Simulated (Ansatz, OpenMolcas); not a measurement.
**Worked example: vertical energy of the triplet above the singlet of MgO (magnesium oxide)**

MgO: 2 atoms, total charge 0, spin state singlet. SMILES: `[O]=[Mg]`. Geometry: a GFN2-xTB relaxation, a rough one for these elements and not checked as a minimum.

```xyz
2

O     0.0000    0.0000    0.0000
Mg    0.0000    0.0000    1.6420
```

Both states at this one shape; open shells run unrestricted unless said. 1 Eh = 27.2114 eV.

| level | program | singlet MgO (Eh) | triplet MgO (Eh) |
| --- | --- | --- | --- |
| HF/STO-3G, open shells restricted | OpenMolcas | -270.769324 | -270.847711 |
| wB97X/STO-3G | Ansatz | -271.548324 | -271.548580 |

Q: Work out the vertical gap, second state less first, at each level.

A: 
1. HF/STO-3G, open shells restricted: -270.847711 − (-270.769324) = -0.078387 Eh = -2.13 eV.
2. wB97X/STO-3G: -271.548580 − (-271.548324) = -0.000256 Eh = -0.01 eV.

No measured value is set beside it here; the levels span -2.13 to -0.01 eV. Hartree–Fock favours the state with fewer electron pairs, since it lacks pair correlation. Minimal sets are far from the basis-set limit.
